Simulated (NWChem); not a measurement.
**One shape, several levels: C2H6S (SMILES CSC)**

Aim: a comparison of 4 runs (HF/STO-3G, HF/3-21G, B3LYP/6-31G*) of C2H6S. 

The calculation is run with NWChem 7.3.0.

## 1. The system as given

C2H6S has 9 atoms, charge 0, and is taken as a singlet. SMILES: `CSC`. The coordinates come from a PBE0-D4/def2-TZVP relaxation.

Bond lengths: C1–S2 1.795 Å, S2–C3 1.795 Å, C1–H4 1.092 Å, C1–H5 1.090 Å, C1–H6 1.092 Å, C3–H7 1.092 Å, C3–H8 1.090 Å, C3–H9 1.092 Å. Some angles: C1–S2–C3 99.4°, S2–C1–H4 111.2°, S2–C1–H5 107.2°, S2–C1–H6 111.2°, S2–C3–H7 111.2°, S2–C3–H8 107.2°, S2–C3–H9 111.2°, H4–C1–H5 108.7°, H4–C1–H6 109.7°, H5–C1–H6 108.7°.

## 2. Energy and forces at HF/STO-3G (run 1)

Contents of nw.xyz:

```xyz
9
C2H6S
C     -0.474900     1.046900    -0.732500
S      0.826500    -0.185400    -0.836000
C      0.522600    -1.063400     0.700100
H     -1.461300     0.579200    -0.706700
H     -0.404700     1.666000    -1.627400
H     -0.347400     1.684100     0.145100
H     -0.474300    -1.508800     0.710500
H      1.262800    -1.861300     0.767400
H      0.639300    -0.403800     1.562500
```

Contents of nw.nw:

```
start nw
title "C2H6S"
memory stack 880 mb heap 220 mb global 1100 mb
charge 0
geometry units angstrom noautosym nocenter noautoz
 load nw.xyz
end
basis spherical bse
 * library STO-3G
end
scf
 thresh 1e-08
 maxiter 80
 noprint "final vectors analysis"
end
task scf gradient
```

Started as:

```console
$ nwchem nw.nw > nw.out
```

Standard output:

```text
[...]
  functions       =    25
[...]
  wavefunction    = RHF
[...]
         Total SCF energy =   -471.482162226418
      One-electron energy =   -873.552026725712
      Two-electron energy =    290.672790532938
 Nuclear repulsion energy =    111.397073966355
        Time for solution =      0.7s
[...]
                         RHF ENERGY GRADIENTS
    atom               coordinates                        gradient
                 x          y          z           x          y          z
   1 C      -0.897431   1.978354  -1.384224   -0.002168   0.001678   0.000627
   2 S       1.561859  -0.350355  -1.579811   -0.003821   0.000832   0.003902
   3 C       0.987571  -2.009535   1.322997   -0.000927  -0.001014   0.002459
   4 H      -2.761457   1.094529  -1.335469   -0.002769  -0.005384  -0.001250
   5 H      -0.764772   3.148283  -3.075340    0.002883   0.000965  -0.005027
   6 H      -0.656491   3.182488   0.274199    0.004289   0.001634   0.004171
   7 H      -0.896297  -2.851219   1.342650   -0.004542  -0.001543  -0.003855
   8 H       2.386346  -3.517347   1.450176    0.004576  -0.002620  -0.002590
   9 H       1.208102  -0.763071   2.952697    0.002480   0.005452   0.001562
[...]
```

Wall time 1.5 s (1 thread of Intel Xeon Platinum 8488C (Sapphire Rapids), shared host); peak memory 0.094 GiB.

## 3. Energy and gradient at HF/3-21G (run 2)

Contents of job.nw:

```
start job
title "C2H6S"
memory 2200 mb
charge 0

geometry units angstroms noautosym nocenter noautoz
  C    -0.474900    1.046900   -0.732500
  S     0.826500   -0.185400   -0.836000
  C     0.522600   -1.063400    0.700100
  H    -1.461300    0.579200   -0.706700
  H    -0.404700    1.666000   -1.627400
  H    -0.347400    1.684100    0.145100
  H    -0.474300   -1.508800    0.710500
  H     1.262800   -1.861300    0.767400
  H     0.639300   -0.403800    1.562500
end

basis "ao basis" spherical bse
  * library 3-21G
end

scf
  thresh 1e-08
  maxiter 80
end

task scf gradient
```

Started as:

```console
$ nwchem job.nw > job.out
```

Standard output:

```text
[...]
  functions       =    43
[...]
  wavefunction    = RHF
[...]
         Total SCF energy =   -474.342499347541
      One-electron energy =   -873.922397953104
      Two-electron energy =    288.182824639209
 Nuclear repulsion energy =    111.397073966355
        Time for solution =      0.9s
[...]
                         RHF ENERGY GRADIENTS
    atom               coordinates                        gradient
                 x          y          z           x          y          z
   1 C      -0.897431   1.978354  -1.384224    0.029270  -0.029950   0.000549
   2 S       1.561859  -0.350355  -1.579811   -0.028587   0.006300   0.029196
   3 C       0.987571  -2.009535   1.322997    0.004458   0.022494  -0.035050
   4 H      -2.761457   1.094529  -1.335469   -0.007060  -0.003198  -0.000119
   5 H      -0.764772   3.148283  -3.075340    0.001423   0.003381  -0.006251
   6 H      -0.656491   3.182488   0.274199    0.000976   0.004788   0.006044
   7 H      -0.896297  -2.851219   1.342650   -0.006906  -0.003454   0.000056
   8 H       2.386346  -3.517347   1.450176    0.005324  -0.004876  -0.000641
   9 H       1.208102  -0.763071   2.952697    0.001101   0.004514   0.006216
[...]
```

It took 1.8 s on 1 thread of Intel Xeon Platinum 8488C (Sapphire Rapids), shared host; peak memory 0.094 GiB.

Run 3 isn't shown in full; the table further down has it.

## 4. Energy and gradient at B3LYP/6-31G(d) (Cartesian functions) (run 4)

Contents of c2h6s.nw:

```
start c2h6s
title "C2H6S"
memory stack 880 mb heap 220 mb global 1100 mb

geometry units angstrom noautosym nocenter noautoz
  C     -0.474900     1.046900    -0.732500
  S      0.826500    -0.185400    -0.836000
  C      0.522600    -1.063400     0.700100
  H     -1.461300     0.579200    -0.706700
  H     -0.404700     1.666000    -1.627400
  H     -0.347400     1.684100     0.145100
  H     -0.474300    -1.508800     0.710500
  H      1.262800    -1.861300     0.767400
  H      0.639300    -0.403800     1.562500
end

basis cartesian
  * library 6-31G*
end

dft
  xc b3lyp
  mult 1
  grid xfine
  convergence energy 1e-08
  maxiter 100
  mulliken
end

task dft gradient
```

Started as:

```console
$ nwchem c2h6s.nw > c2h6s.out
```

Standard output:

```text
[...]
          Wavefunction type:  closed shell.
          No. of atoms     :     9
          No. of electrons :    34
[...]
          Charge           :     0
          Spin multiplicity:     1
[...]
          AO basis - number of functions:    61
[...]
              XC Information
              --------------
                         B3LYP Method XC Potential
                     Hartree-Fock (Exact) Exchange  0.200
                        Slater Exchange Functional  0.800 local
                    Becke 1988 Exchange Functional  0.720 non-local
              Lee-Yang-Parr Correlation Functional  0.810
                  VWN I RPA Correlation Functional  0.190 local
[...]
 d= 0,ls=0.0,diis     1   -477.9811902165 -5.89D+02  9.92D-03  3.79D-01     2.8
[...]
 d= 0,ls=0.0,diis     8   -478.0130610791 -1.66D-09  1.95D-07  9.53D-11    18.9
         Total DFT energy =     -478.013061079131
      One electron energy =     -877.328106730065
           Coulomb energy =      326.719305468949
    Exchange-Corr. energy =      -38.801333784371
 Nuclear repulsion energy =      111.397073966355
[...]
      Total Density - Mulliken Population Analysis
     ---------------------------------------------
    Atom       Charge   Shell Charges
 -----------   ------   -------------------------------------------------------
    1 C    6     6.58   1.99  0.68  2.11  0.69  1.08  0.03
    2 S   16    15.90   2.00  1.99  5.97  1.40  3.01  0.49  1.02  0.03
    3 C    6     6.58   1.99  0.68  2.11  0.69  1.08  0.03
    4 H    1     0.83   0.52  0.30
    5 H    1     0.82   0.52  0.29
    6 H    1     0.83   0.52  0.30
    7 H    1     0.83   0.52  0.30
    8 H    1     0.82   0.52  0.29
    9 H    1     0.83   0.52  0.30
[...]
  wavefunction    = closed shell
                         DFT ENERGY GRADIENTS
    atom               coordinates                        gradient
                 x          y          z           x          y          z
   1 C      -0.897431   1.978354  -1.384224    0.005338  -0.005518   0.000154
   2 S       1.561859  -0.350355  -1.579811   -0.010759   0.002366   0.010987
   3 C       0.987571  -2.009535   1.322997    0.000740   0.004162  -0.006413
   4 H      -2.761457   1.094529  -1.335469    0.002502  -0.000000  -0.000191
   5 H      -0.764772   3.148283  -3.075340    0.000554  -0.001649   0.001411
   6 H      -0.656491   3.182488   0.274199    0.000667  -0.001807  -0.001576
   7 H      -0.896297  -2.851219   1.342650    0.001938   0.001259  -0.001042
   8 H       2.386346  -3.517347   1.450176   -0.001057   0.001754  -0.000898
   9 H       1.208102  -0.763071   2.952697    0.000077  -0.000566  -0.002432
[...]
```

Run time: 24 s. Hardware: 1 thread of Intel Xeon Platinum 8488C (Sapphire Rapids), shared host; peak memory 0.15 GiB.

## 5. All runs side by side

| run | level | iteration cap | module | energy (Eh) | dipole moment (D) | largest force (eV/Å) | wall time |
| --- | --- | --- | --- | --- | --- | --- | --- |
| 1 | HF/STO-3G | 80 | scf | -471.482162 | 0.88 | 0.319 | 1.5 s |
| 2 | HF/3-21G | 80 | scf | -474.342499 | 1.91 | 2.154 | 1.8 s |
| 3 | B3LYP/6-31G* (spherical functions) | 100 | dft | -478.008788 | 1.70 | 0.794 | 25 s |
| 4 | B3LYP/6-31G* (Cartesian functions) | 100 | dft | -478.013061 | 1.70 | 0.800 | 24 s |

## 6. Outcome

| quantity | value |
| --- | --- |
| run 4: total energy | -478.01306 Eh |
| run 4: dipole moment | 1.70 D |
| run 4: HOMO energy | -5.87 eV |
| run 4: LUMO energy | 1.35 eV |
| run 4: HOMO–LUMO gap | 7.22 eV |
| run 4: largest force on an atom | 0.800 eV/Å |

**Reading.** The dipole moment (its size) runs from 0.88 D (HF/STO-3G) to 1.91 D (HF/3-21G). Over runs 2, 3, 4 the HOMO–LUMO gap runs from 7.22 eV (B3LYP/6-31G*) to 15.13 eV (HF/3-21G). The two ends differ in method and basis. In run 1 the basis is minimal, so the values are rough. All runs together took 52 s, the longest 25 s.
